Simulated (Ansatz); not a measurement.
Mulliken charges of H$_{3}$OPSi, SMILES `O1[SiH2]P1` from PBE/def2-TZVPP in Ansatz (PBE0-D4/def2-TZVP geometry).

| atom | x (Å) | y (Å) | z (Å) | charge (e) |
| --- | --- | --- | --- | --- |
| O1 | 0.821 | -0.970 | 0.177 | -0.351 |
| Si2 | -0.284 | -0.020 | -0.640 | 0.347 |
| P3 | -0.132 | -0.344 | 1.483 | 0.081 |
| H4 | -1.258 | -0.755 | -1.474 | -0.049 |
| H5 | 0.287 | 1.164 | -1.317 | -0.048 |
| H6 | 0.609 | 0.860 | 1.724 | 0.019 |

Problem. By hand: the dipole of these point charges (1 e Å = 4.8032 D).

Solution. Σ q r = (-0.338, 0.303, 0.004) e Å, of length 0.454 e Å = 2.18 D.

Problem. How does the dipole of the full density compare? (An estimate is asked.)

Solution. Computed: (-0.168, 0.255, -0.155) e Å, 1.64 D; the point charges give 1.33 times that, at 31° from its direction.

Point charges leave out the atoms' own dipoles, such as those of lone pairs, and Mulliken's split depends on the basis, so the two needn't agree.
